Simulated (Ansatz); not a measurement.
# One shape, several levels: BH2O (SMILES B[O])

We compute a comparison of 6 runs (UHF/STO-3G, UHF/def2-TZVPPD, U-revPBE/def2-TZVPPD, UCAM-B3LYP/def2-TZVPPD, USVWN5/def2-TZVPPD, UCCSD/def2-TZVPPD) of BH2O. 

The calculation is run with Ansatz 0.2.0.

30 further runs of the same task are left out: 30 set aside as unsound or not needed.

## Step 1: The system as given

BH2O has 4 atoms, charge 0, and is taken as a doublet. SMILES: `B[O]`. The B1–H3 distance was set to 1.817 Å, away from the relaxed value. At this shape a bond of the SMILES string is far longer than usual.

Bond lengths: B1–O2 1.281 Å, B1–H4 1.211 Å. Angles: O2–B1–H4 119.9°. A long bond or contact: B1–H3 1.817 Å.

## Step 2: A single-point energy at UHF/STO-3G (run 1)

run.yaml

```yaml
crystal:
  periodic: [false, false, false]
  atoms:
    - {symbol: B, position_ang: [0.524656, 0.278404, -0.098451]}
    - {symbol: O, position_ang: [1.551056, -0.052096, 0.593549]}
    - {symbol: H, position_ang: [-1.052600, -0.587700, 0.151600]}
    - {symbol: H, position_ang: [0.609656, 1.167204, -0.916951]}
basis:
  gaussian:
    orbitals: STO-3G
magnetization:
  spin_polarized: true
  initial_magnetization: 1
hamiltonian:
  xc: hf
accuracy: high
output: {orbitals: {seedname: orbitals}}
```

Started as:

```sh
$ ansatz run run.yaml --threads 1 --pin off --max-ram 3480MiB --events-out events.jsonl --progress --plain --runs-dir runs
```

Output:

```text
Warning: RAYON_NUM_THREADS=1 ignored (pool sized by the plan → 1); use --threads N
Functional definition: HF
  name "HF"
  exchange = exact_x
  correlation = 0
187 factors; integrals over basis functions are off by at most 2.8e-8 eV
mean field evaluation 1: about -2696.5390 eV, gradient 2.2e1 eV
mean field evaluation 2: about -2696.5554 eV, gradient 2.2e1 eV
mean field evaluation 4: about -2700.7883 eV, gradient 4.5e0 eV
mean field evaluation 8: about -2701.5365 eV, gradient 1.1e-1 eV
mean field evaluation 16: about -2701.5315 eV, gradient 2.8e-8 eV
mean field -2701.53154731 eV, -99.2794531998 hartree, gradient 7.7e-8 eV, S^2 1.073948; 0 other end points of the search recorded, 0 dependent functions left out
reference -2701.53154731 eV, -99.2794531998 hartree; 8, 7 occupied and 4, 5 virtual orbitals, 187 factors
Total energy: -2701.53154731 eV, -99.2794531998 hartree
```

It took 0.06 s on 1 thread of Arm Neoverse V2, shared host.

## Step 3: A single-point energy at UHF/def2-TZVPPD (run 2)

run.yaml: that of step 2 with these lines changed.

```diff
@@ -8,10 +8,6 @@
 basis:
-  gaussian:
-    orbitals: STO-3G
-magnetization:
-  spin_polarized: true
-  initial_magnetization: 1
-hamiltonian:
-  xc: hf
+  gaussian: {orbitals: def2-TZVPPD.json}
+output: {orbitals: {seedname: orbitals}}
+magnetization: {spin_polarized: true, initial_magnetization: 1}
+hamiltonian: {xc: hf}
 accuracy: high
-output: {orbitals: {seedname: orbitals}}
```

The basis set def2-TZVPPD is read from a file made from the Basis Set Exchange's data (not shown).

Started as:

```sh
$ ansatz run run.yaml --threads 1 --pin off --max-ram 3480MiB --events-out events.jsonl --progress --plain --runs-dir runs
```

Output:

```text
Warning: RAYON_NUM_THREADS=1 ignored (pool sized by the plan → 1); use --threads N
[... 4 set-up lines as earlier in the session ...]
1709 factors; integrals over basis functions are off by at most 3.5e-9 eV
mean field evaluation 1: about -2734.0174 eV, gradient 3.1e1 eV
mean field evaluation 2: about -2734.0177 eV, gradient 3.1e1 eV
mean field evaluation 4: about -2738.8546 eV, gradient 3.7e0 eV
mean field evaluation 8: about -2739.5351 eV, gradient 6.4e-1 eV
mean field evaluation 16: about -2739.5679 eV, gradient 1.5e-8 eV
mean field evaluation 32: about -2738.3239 eV, gradient 2.2e0 eV
mean field evaluation 64: about -2739.3553 eV, gradient 1.7e0 eV
mean field -2739.56793733 eV, -100.6772647511 hartree, gradient 1.9e-8 eV, S^2 0.947762; 0 other end points of the search recorded, 0 dependent functions left out
reference -2739.56793733 eV, -100.6772647511 hartree; 8, 7 occupied and 103, 104 virtual orbitals, 1709 factors
Total energy: -2739.56793733 eV, -100.6772647511 hartree
```

It took 3.3 s on 1 thread of Arm Neoverse V2, shared host; peak memory 0.25 GiB.

## Step 4: The energy at U-revPBE/def2-TZVPPD (run 3)

in.yaml

```yaml
crystal:
  periodic: [false, false, false]
  atoms:
    - {symbol: B, position_ang: [0.524656, 0.278404, -0.098451]}
    - {symbol: O, position_ang: [1.551056, -0.052096, 0.593549]}
    - {symbol: H, position_ang: [-1.052600, -0.587700, 0.151600]}
    - {symbol: H, position_ang: [0.609656, 1.167204, -0.916951]}
basis:
  gaussian: {orbitals: def2-TZVPPD.json}
magnetization: {spin_polarized: true, initial_magnetization: 1}
hamiltonian: {xc: {name: revPBE}}
accuracy: high
output: {orbitals: {seedname: orbitals}}
```

The basis set def2-TZVPPD is read from a file made from the Basis Set Exchange's data (not shown).

Started as:

```sh
$ ansatz run in.yaml --threads 1 --pin off --max-ram 3480MiB --events-out events.jsonl --progress --plain --runs-dir runs
```

Output:

```text
Warning: RAYON_NUM_THREADS=1 ignored (pool sized by the plan → 1); use --threads N
Functional definition: revPBE
  name "revPBE"
  parameter kappa = 1.245
  parameter beta = 0.06672455060314922
  exchange = pbe_x(kappa = kappa, mu = beta*pi^2/3)
  correlation = pbe_c(beta = beta)
1709 factors; integrals over basis functions are off by at most 3.5e-9 eV
mean field evaluation 1: about -2745.9042 eV, gradient 4.5e1 eV
mean field evaluation 2: about -2606.9039 eV, gradient 1.4e2 eV
mean field evaluation 4: about -2752.9059 eV, gradient 1.7e1 eV
mean field evaluation 8: about -2754.1262 eV, gradient 4.1e-1 eV
mean field evaluation 16: about -2754.1257 eV, gradient 7.5e-5 eV
mean field -2754.12565640 eV, -101.2122510594 hartree, gradient 6.5e-9 eV, S^2 0.769624; 0 other end points of the search recorded, 0 dependent functions left out
reference -2754.12566144 eV, -101.2122512443 hartree; 8, 7 occupied and 103, 104 virtual orbitals, 1709 factors
Total energy: -2754.12566144 eV, -101.2122512443 hartree
```

Wall time 4.8 s (1 thread of Arm Neoverse V2, shared host); peak memory 0.26 GiB.

Runs 4 to 5 aren't shown in full; the table further down has their settings and results.

## Step 5: The energy at UCCSD/def2-TZVPPD (run 6)

job.yaml

```yaml
basis:
  gaussian:
    orbitals: def2-TZVPPD.json
crystal:
  periodic: [false, false, false]
  atoms:
    - {symbol: B, position_ang: [0.524656, 0.278404, -0.098451]}
    - {symbol: O, position_ang: [1.551056, -0.052096, 0.593549]}
    - {symbol: H, position_ang: [-1.052600, -0.587700, 0.151600]}
    - {symbol: H, position_ang: [0.609656, 1.167204, -0.916951]}
magnetization:
  spin_polarized: true
  initial_magnetization: 1
correlation:
  method: ccsd
  frozen_orbitals: {B: 1, H: 0, O: 1}
accuracy: high
scf:
  omitted_lower_state_checks: [cluster_reference, increment]
```

The basis set def2-TZVPPD is read from a file made from the Basis Set Exchange's data (not shown).

Started as:

```sh
$ ansatz run job.yaml --threads 1 --pin off --max-ram 3480MiB --events-out events.jsonl --progress --plain --runs-dir runs
```

Output:

```text
Warning: RAYON_NUM_THREADS=1 ignored (pool sized by the plan → 1); use --threads N
[... 14 lines left out ...]
2 core orbitals not correlated: weight in the atoms' cores, before any rotation towards them, 1.000 or more for the frozen orbitals, at most 0.000 for the correlated occupied ones
[... 32 lines left out ...]
Total energy: -2748.78020905 eV, -101.0158094924 hartree
Checks for a lower state left out: cluster_reference, increment
```

It took 23 s on 1 thread of Arm Neoverse V2, shared host; peak memory 1.4 GiB.

## Step 6: The series

| run | level | frozen core orbitals | energy (Eh) | HOMO energy (eV) | LUMO energy (eV) | ⟨S²⟩ | wall time |
| --- | --- | --- | --- | --- | --- | --- | --- |
| 1 | UHF/STO-3G | – | -99.279453 | -9.95 | 6.20 | 1.074 | 0.06 s |
| 2 | UHF/def2-TZVPPD | – | -100.677265 | -11.92 | 0.42 | 0.948 | 3.3 s |
| 3 | U-revPBE/def2-TZVPPD | – | -101.212251 | -7.60 | -5.81 | 0.770 | 4.8 s |
| 4 | UCAM-B3LYP/def2-TZVPPD | – | -101.189079 | -10.58 | -3.73 | 0.798 | 6.3 s |
| 5 | USVWN5/def2-TZVPPD | – | -100.399194 | -7.52 | -6.10 | 0.760 | 2.9 s |
| 6 | UCCSD/def2-TZVPPD | 2 | -101.015809 | – | – | 0.948 | 23 s |

## Step 7: What came out

```
                                          quantity          value
                               run 6: total energy  -101.01581 Eh
run 6: correlation energy (2 core orbitals frozen)     -338.5 mEh
          run 6: ⟨S²⟩ of the reference determinant          0.948
                              run 6: T1 diagnostic          0.063
```

**Reading.** Totals of different functionals can't be ranked against each other. In run 1 the basis is minimal, so the values are rough. Spin contamination of the reference: run 1 ⟨S²⟩ = 1.07, run 2 ⟨S²⟩ = 0.95, run 6 ⟨S²⟩ = 0.95. All runs together took 41 s, the longest 23 s.
